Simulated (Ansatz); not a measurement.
**CN₂OS: geometry optimisation**

The task: find the minimum of CN₂OS nearest to the start.

Computed with Ansatz 0.2.0. Level: RKS wB97X-V/def2-SVPD.

2 further runs of the same task are left out: 2 set aside as unsound or not needed.

### Step 1. Where the work starts

5 atoms, charge 0, spin multiplicity 1.

Atoms are counted from 1 here; the program's logs count them from 0.

Bond lengths: N1–N2 1.112 Å, O3–C4 1.173 Å, C4–S5 1.577 Å. Angles: O3–C4–S5 179.8°.

Coordinates:

```
N     0.1394    0.5575   -2.4003
N    -0.4211   -0.2464   -1.8753
O    -1.0136    0.5880    1.3573
C    -0.0206   -0.0331    1.4201
S     1.3158   -0.8660    1.4982
```

### Step 2. Relaxation

input.yaml

```yaml
crystal:
  periodic: [false, false, false]
  atoms:
    - { symbol: "N", position_ang: [0.139442, 0.557535, -2.40027] }
    - { symbol: "N", position_ang: [-0.421053, -0.246424, -1.875337] }
    - { symbol: O, position_ang: [-1.013593, 0.588, 1.357309] }
    - { symbol: C, position_ang: [-0.020625, -0.033074, 1.420056] }
    - { symbol: S, position_ang: [1.315829, -0.866037, 1.498243] }
basis:
  gaussian: { orbitals: def2-SVPD }
hamiltonian:
  xc: { name: wB97X-V }
output:
  forces: true
relax:
  f_tol: 0.003
  max_steps: 120
```

Run with:

```
$ ansatz run input.yaml --threads 1 --pin off --max-ram 2560MiB --backend cpu --events-out ev --progress --plain --runs-dir out
```

The log of the run:

```text
Warning: RAYON_NUM_THREADS=1 ignored (pool sized by the plan → 1); use --threads N
The last accepted step is kept in <dir> (removed where the run ends without a failure and the disk answers)
Engine: ansatz 0.2.0, x86_64-unknown-linux-gnu
Functional definition: wB97X-V
  parameter omega = 0.3/bohr
  parameter cx = 0.167
  parameter cx1 = 0.603
  parameter cx2 = 1.194
  parameter css0 = 0.556
  parameter css1 = -0.257
  parameter cos0 = 1.219
  parameter cos1 = -1.850
  parameter b = 6.0
  parameter c = 0.01
  exchange = spin_sum(e_x_unif_sr(omega)*poly(b97_u_x, 1 - cx, cx1, cx2)) + cx*exact_x_sr(omega) + exact_x_lr(omega)
  correlation = spin_sum(e_c_pw_same_spin*poly(b97_u_same, css0, css1))
      + integral(e_c_pw_opposite_spin*poly(b97_u_opposite, cos0, cos1)) + vv10(b, c)
979 factors; their error is unknown
338 factors; integrals over basis functions are off by at most 1.1e-6 eV
mean field evaluation 1: about -16886.1837 eV, gradient 3.7e1 eV
mean field evaluation 2: about -16883.0504 eV, gradient 5.8e1 eV
mean field evaluation 4: about -16888.7137 eV, gradient 1.8e0 eV
mean field evaluation 8: about -16888.7237 eV, gradient 8.2e-2 eV
mean field evaluation 16: about -16888.7673 eV, gradient 4.3e-5 eV
mean field -16888.76733610 eV, -620.6507519842 hartree, gradient 4.3e-5 eV, S^2 0.000000; 0 other end points of the search recorded, 0 dependent functions left out
the calculation of the forces begins
reference -16888.76733348 eV, -620.6507518879 hartree; 22, 22 occupied and 88, 88 virtual orbitals, 979 factors
relax step   1: F+E_penalty+E_count = -16888.76733610 eV  Δ(F+E_penalty+E_count) = +0.000e0 eV  max|allowed force component| = 1.540e0 eV/Å  Δτ_max = 0.0000 Å  (29 SCF iters, accepted)
these checks for a lower state are left out or cut short: starts, cluster_reference, orbital_swaps, neighbouring_geometries, increment
979 factors; their error is unknown
338 factors; integrals over basis functions are off by at most 1.0e-6 eV
mean field -16888.79287320 eV, -620.6516904551 hartree, gradient 2.6e-5 eV, S^2 0.000000; 0 other end points of the search recorded, 0 dependent functions left out
the calculation of the forces begins
reference -16888.79287059 eV, -620.6516903592 hartree; 22, 22 occupied and 88, 88 virtual orbitals, 979 factors
relax step   2: F+E_penalty+E_count = -16888.79287320 eV  Δ(F+E_penalty+E_count) = -2.554e-2 eV  max|allowed force component| = 8.862e-1 eV/Å  Δτ_max = 0.1205 Å  (41 SCF iters, accepted)
these checks for a lower state are left out or cut short: starts, cluster_reference, orbital_swaps, neighbouring_geometries, increment
979 factors; their error is unknown
338 factors; integrals over basis functions are off by at most 1.1e-6 eV
mean field -16888.79732579 eV, -620.6518540849 hartree, gradient 2.5e-5 eV, S^2 0.000000; 0 other end points of the search recorded, 0 dependent functions left out
the calculation of the forces begins
reference -16888.79732317 eV, -620.6518539885 hartree; 22, 22 occupied and 88, 88 virtual orbitals, 979 factors
relax step   3: F+E_penalty+E_count = -16888.79732579 eV  Δ(F+E_penalty+E_count) = -4.453e-3 eV  max|allowed force component| = 4.982e-1 eV/Å  Δτ_max = 0.0714 Å  (35 SCF iters, accepted)
[... from here on, the SCF cycles and remarks between the steps are left out ...]
relax step   4: F+E_penalty+E_count = -16888.79816134 eV  Δ(F+E_penalty+E_count) = -8.355e-4 eV  max|allowed force component| = 4.586e-1 eV/Å  Δτ_max = 0.0587 Å  (33 SCF iters, accepted)
relax step   5: F+E_penalty+E_count = -16888.80055865 eV  Δ(F+E_penalty+E_count) = -2.397e-3 eV  max|allowed force component| = 2.946e-2 eV/Å  Δτ_max = 0.0897 Å  (38 SCF iters, accepted)
relax step   6: F+E_penalty+E_count = -16888.80021070 eV  Δ(F+E_penalty+E_count) = +3.479e-4 eV  max|allowed force component| = 2.009e-1 eV/Å  Δτ_max = 0.0209 Å  (34 SCF iters, rejected (line search))
relax step   7: F+E_penalty+E_count = -16888.80065412 eV  Δ(F+E_penalty+E_count) = -9.548e-5 eV  max|allowed force component| = 1.020e-2 eV/Å  Δτ_max = 0.0102 Å  (34 SCF iters, accepted)
relax step   8: F+E_penalty+E_count = -16888.79891101 eV  Δ(F+E_penalty+E_count) = +1.743e-3 eV  max|allowed force component| = 6.810e-1 eV/Å  Δτ_max = 0.0642 Å  (32 SCF iters, rejected (line search))
relax step   9: F+E_penalty+E_count = -16888.80069273 eV  Δ(F+E_penalty+E_count) = -3.861e-5 eV  max|allowed force component| = 6.914e-3 eV/Å  Δτ_max = 0.0062 Å  (33 SCF iters, accepted)
relax step  10: F+E_penalty+E_count = -16888.80060463 eV  Δ(F+E_penalty+E_count) = +8.810e-5 eV  max|allowed force component| = 3.005e-1 eV/Å  Δτ_max = 0.0488 Å  (34 SCF iters, rejected (line search))
relax step  11: F+E_penalty+E_count = -16888.80087330 eV  Δ(F+E_penalty+E_count) = -1.806e-4 eV  max|allowed force component| = 5.770e-2 eV/Å  Δτ_max = 0.0234 Å  (34 SCF iters, accepted)
relax step  12: F+E_penalty+E_count = -16888.80095038 eV  Δ(F+E_penalty+E_count) = -7.708e-5 eV  max|allowed force component| = 1.664e-1 eV/Å  Δτ_max = 0.0244 Å  (35 SCF iters, accepted)
relax step  13: F+E_penalty+E_count = -16888.80131680 eV  Δ(F+E_penalty+E_count) = -3.664e-4 eV  max|allowed force component| = 1.022e-2 eV/Å  Δτ_max = 0.0374 Å  (34 SCF iters, accepted)
relax step  14: F+E_penalty+E_count = -16888.80130280 eV  Δ(F+E_penalty+E_count) = +1.401e-5 eV  max|allowed force component| = 1.553e-1 eV/Å  Δτ_max = 0.0132 Å  (34 SCF iters, rejected (line search))
relax step  15: F+E_penalty+E_count = -16888.80136190 eV  Δ(F+E_penalty+E_count) = -4.510e-5 eV  max|allowed force component| = 8.028e-3 eV/Å  Δτ_max = 0.0066 Å  (34 SCF iters, accepted)
relax step  16: F+E_penalty+E_count = -16888.80143142 eV  Δ(F+E_penalty+E_count) = -6.952e-5 eV  max|allowed force component| = 1.507e-1 eV/Å  Δτ_max = 0.0271 Å  (35 SCF iters, accepted)
relax step  17: F+E_penalty+E_count = -16888.80152743 eV  Δ(F+E_penalty+E_count) = -9.601e-5 eV  max|allowed force component| = 1.640e-1 eV/Å  Δτ_max = 0.0240 Å  (34 SCF iters, accepted)
relax step  18: F+E_penalty+E_count = -16888.80175691 eV  Δ(F+E_penalty+E_count) = -2.295e-4 eV  max|allowed force component| = 3.604e-2 eV/Å  Δτ_max = 0.0289 Å  (34 SCF iters, accepted)
relax step  19: F+E_penalty+E_count = -16888.80181763 eV  Δ(F+E_penalty+E_count) = -6.072e-5 eV  max|allowed force component| = 6.000e-2 eV/Å  Δτ_max = 0.0139 Å  (33 SCF iters, accepted)
relax step  20: F+E_penalty+E_count = -16888.76272335 eV  Δ(F+E_penalty+E_count) = +3.909e-2 eV  max|allowed force component| = 3.362e0 eV/Å  Δτ_max = 0.1184 Å  (39 SCF iters, rejected (line search))
relax step  21: F+E_penalty+E_count = -16888.80192611 eV  Δ(F+E_penalty+E_count) = -1.085e-4 eV  max|allowed force component| = 1.756e-3 eV/Å  Δτ_max = 0.0227 Å  (33 SCF iters, accepted)
relax step  22: F+E_penalty+E_count = -16888.80197616 eV  Δ(F+E_penalty+E_count) = -5.005e-5 eV  max|allowed force component| = 2.688e-2 eV/Å  Δτ_max = 0.0144 Å  (34 SCF iters, accepted)
relax step  23: F+E_penalty+E_count = -16888.79659214 eV  Δ(F+E_penalty+E_count) = +5.384e-3 eV  max|allowed force component| = 1.301e0 eV/Å  Δτ_max = 0.0718 Å  (38 SCF iters, rejected (line search))
relax step  24: F+E_penalty+E_count = -16888.80200271 eV  Δ(F+E_penalty+E_count) = -2.655e-5 eV  max|allowed force component| = 1.691e-2 eV/Å  Δτ_max = 0.0073 Å  (34 SCF iters, accepted)
relax step  25: F+E_penalty+E_count = -16888.80092743 eV  Δ(F+E_penalty+E_count) = +1.075e-3 eV  max|allowed force component| = 6.124e-1 eV/Å  Δτ_max = 0.0518 Å  (33 SCF iters, rejected (line search))
relax step  26: F+E_penalty+E_count = -16888.80202429 eV  Δ(F+E_penalty+E_count) = -2.157e-5 eV  max|allowed force component| = 1.258e-2 eV/Å  Δτ_max = 0.0067 Å  (34 SCF iters, accepted)
relax step  27: F+E_penalty+E_count = -16888.80202395 eV  Δ(F+E_penalty+E_count) = +3.378e-7 eV  max|allowed force component| = 1.534e-1 eV/Å  Δτ_max = 0.0261 Å  (35 SCF iters, rejected (line search))
relax step  28: F+E_penalty+E_count = -16888.80205955 eV  Δ(F+E_penalty+E_count) = -3.526e-5 eV  max|allowed force component| = 3.245e-2 eV/Å  Δτ_max = 0.0127 Å  (33 SCF iters, accepted)
relax step  29: F+E_penalty+E_count = -16888.80209230 eV  Δ(F+E_penalty+E_count) = -3.275e-5 eV  max|allowed force component| = 5.294e-2 eV/Å  Δτ_max = 0.0130 Å  (34 SCF iters, accepted)
relax step  30: F+E_penalty+E_count = -16888.80210132 eV  Δ(F+E_penalty+E_count) = -9.025e-6 eV  max|allowed force component| = 1.287e-1 eV/Å  Δτ_max = 0.0195 Å  (33 SCF iters, accepted)
relax step  31: F+E_penalty+E_count = -16888.80217412 eV  Δ(F+E_penalty+E_count) = -7.280e-5 eV  max|allowed force component| = 5.453e-2 eV/Å  Δτ_max = 0.0126 Å  (33 SCF iters, accepted)
relax step  32: F+E_penalty+E_count = -16888.80221088 eV  Δ(F+E_penalty+E_count) = -3.675e-5 eV  max|allowed force component| = 1.839e-3 eV/Å  Δτ_max = 0.0124 Å  (34 SCF iters, accepted)
relax step  33: F+E_penalty+E_count = -16888.79967824 eV  Δ(F+E_penalty+E_count) = +2.533e-3 eV  max|allowed force component| = 9.106e-1 eV/Å  Δτ_max = 0.0661 Å  (34 SCF iters, rejected (line search))
relax step  34: F+E_penalty+E_count = -16888.80208919 eV  Δ(F+E_penalty+E_count) = +1.217e-4 eV  max|allowed force component| = 2.336e-1 eV/Å  Δτ_max = 0.0322 Å  (35 SCF iters, rejected (line search))
relax step  35: F+E_penalty+E_count = -16888.80223170 eV  Δ(F+E_penalty+E_count) = -2.082e-5 eV  max|allowed force component| = 4.839e-2 eV/Å  Δτ_max = 0.0157 Å  (34 SCF iters, accepted)
relax step  36: F+E_penalty+E_count = -16888.80223615 eV  Δ(F+E_penalty+E_count) = -4.449e-6 eV  max|allowed force component| = 8.719e-2 eV/Å  Δτ_max = 0.0157 Å  (34 SCF iters, accepted)
relax step  37: F+E_penalty+E_count = -16888.80226376 eV  Δ(F+E_penalty+E_count) = -2.761e-5 eV  max|allowed force component| = 1.430e-2 eV/Å  Δτ_max = 0.0039 Å  (34 SCF iters, accepted)
relax step  38: F+E_penalty+E_count = -16888.80227090 eV  Δ(F+E_penalty+E_count) = -7.141e-6 eV  max|allowed force component| = 9.596e-3 eV/Å  Δτ_max = 0.0068 Å  (33 SCF iters, accepted)
relax step  39: F+E_penalty+E_count = -16888.80219121 eV  Δ(F+E_penalty+E_count) = +7.969e-5 eV  max|allowed force component| = 1.780e-1 eV/Å  Δτ_max = 0.0281 Å  (34 SCF iters, rejected (line search))
relax step  40: F+E_penalty+E_count = -16888.80227091 eV  Δ(F+E_penalty+E_count) = -1.093e-8 eV  max|allowed force component| = 9.585e-3 eV/Å  Δτ_max = 0.0000 Å  (20 SCF iters, accepted)
relax step  41: F+E_penalty+E_count = -16888.80227925 eV  Δ(F+E_penalty+E_count) = -8.342e-6 eV  max|allowed force component| = 1.777e-2 eV/Å  Δτ_max = 0.0113 Å  (33 SCF iters, accepted)
relax step  42: F+E_penalty+E_count = -16888.80227991 eV  Δ(F+E_penalty+E_count) = -6.544e-7 eV  max|allowed force component| = 4.363e-2 eV/Å  Δτ_max = 0.0094 Å  (34 SCF iters, accepted)
relax step  43: F+E_penalty+E_count = -16888.80228636 eV  Δ(F+E_penalty+E_count) = -6.450e-6 eV  max|allowed force component| = 5.616e-3 eV/Å  Δτ_max = 0.0018 Å  (36 SCF iters, accepted)
relax step  44: F+E_penalty+E_count = -16888.80228795 eV  Δ(F+E_penalty+E_count) = -1.591e-6 eV  max|allowed force component| = 2.074e-3 eV/Å  Δτ_max = 0.0041 Å  (35 SCF iters, accepted)
relax step  45: F+E_penalty+E_count = -16888.80228477 eV  Δ(F+E_penalty+E_count) = +3.176e-6 eV  max|allowed force component| = 4.160e-2 eV/Å  Δτ_max = 0.0126 Å  (34 SCF iters, rejected (line search))
relax step  46: F+E_penalty+E_count = -16888.80228950 eV  Δ(F+E_penalty+E_count) = -1.555e-6 eV  max|allowed force component| = 6.530e-3 eV/Å  Δτ_max = 0.0062 Å  (34 SCF iters, accepted)
relax step  47: F+E_penalty+E_count = -16888.80228982 eV  Δ(F+E_penalty+E_count) = -3.153e-7 eV  max|allowed force component| = 9.146e-3 eV/Å  Δτ_max = 0.0043 Å  (35 SCF iters, accepted)
relax step  48: F+E_penalty+E_count = -16888.80229004 eV  Δ(F+E_penalty+E_count) = -2.250e-7 eV  max|allowed force component| = 4.372e-3 eV/Å  Δτ_max = 0.0003 Å  (22 SCF iters, accepted)
these checks for a lower state are left out or cut short: starts, cluster_reference, orbital_swaps, neighbouring_geometries, increment
979 factors; their error is unknown
338 factors; integrals over basis functions are off by at most 1.1e-6 eV
mean field -16888.80229013 eV, -620.6520365208 hartree, gradient 2.6e-5 eV, S^2 0.000000; 0 other end points of the search recorded, 0 dependent functions left out
the calculation of the forces begins
reference -16888.80228750 eV, -620.6520364241 hartree; 22, 22 occupied and 88, 88 virtual orbitals, 979 factors
relax step  49: F+E_penalty+E_count = -16888.80229013 eV  Δ(F+E_penalty+E_count) = -8.362e-8 eV  max|allowed force component| = 4.641e-5 eV/Å  Δτ_max = 0.0002 Å  (22 SCF iters, accepted)
979 factors; their error is unknown
338 factors; integrals over basis functions are off by at most 1.1e-6 eV
mean field evaluation 352: about -16888.7301 eV, gradient 3.0e0 eV
mean field -16888.80229013 eV, -620.6520365208 hartree, gradient 2.6e-5 eV, S^2 0.000000; 1 other end points of the search recorded, 0 dependent functions left out
the calculation of the forces begins
reference -16888.80228750 eV, -620.6520364241 hartree; 22, 22 occupied and 88, 88 virtual orbitals, 979 factors
Total energy: -16888.80228750 eV, -620.6520364241 hartree
Atom 0 at    -0.068233     0.257224    -2.787867 Å, force     0.000002    -0.000013    -0.000045 eV/Å
Atom 1 at    -0.118863     0.202368    -1.691772 Å, force     0.000001     0.000018     0.000046 eV/Å
Atom 2 at    -1.042114     0.518253     1.448593 Å, force    -0.000026     0.000000     0.000009 eV/Å
Atom 3 at    -0.055149    -0.081681     1.487460 Å, force     0.000027     0.000002    -0.000014 eV/Å
Atom 4 at     1.284359    -0.896164     1.543588 Å, force    -0.000003    -0.000008     0.000004 eV/Å
Dipole moment:     0.099374    -0.058460    -0.021385 e Å
```

Wall time 4.7 min (1 thread of Intel Xeon 6975P-C (Granite Rapids), shared host); peak memory 0.3 GiB.

The steps of the relaxation: (not every step is listed) (the energy doesn't fall at every step)

```tsv
step	energy from step 1 (eV)	largest force component (eV/Å)
1	0.0000	1.5402
2	-0.0255	0.8862
3	-0.0300	0.4982
4	-0.0308	0.4586
5	-0.0332	0.0295
6	-0.0329	0.2009
7	-0.0333	0.0102
8	-0.0316	0.6810
9	-0.0334	0.0069
12	-0.0336	0.1664
15	-0.0340	0.0080
18	-0.0344	0.0360
21	-0.0346	0.0018
24	-0.0347	0.0169
27	-0.0347	0.1534
30	-0.0348	0.1287
33	-0.0323	0.9106
36	-0.0349	0.0872
39	-0.0349	0.1780
42	-0.0349	0.0436
44	-0.0350	0.0021
45	-0.0349	0.0416
46	-0.0350	0.0065
47	-0.0350	0.0091
48	-0.0350	0.0044
49	-0.0350	0.0000
```

Close pairs (by a distance rule), those that changed most:

```tsv
bond	before (Å)	after (Å)	change (Å)
O3–C4	1.173	1.156	-0.017
N1–N2	1.112	1.099	-0.013
C4–S5	1.577	1.569	-0.008
```

### Step 3. Summary of results

```
             quantity      value
        energy gained  0.0350 eV
root mean square move    0.357 Å
        dipole moment     0.56 D
```

**Reading.** Bond lengths: N1–N2 1.099 Å, O3–C4 1.156 Å, C4–S5 1.569 Å. Angles: O3–C4–S5 179.9°. No frequencies were computed here.
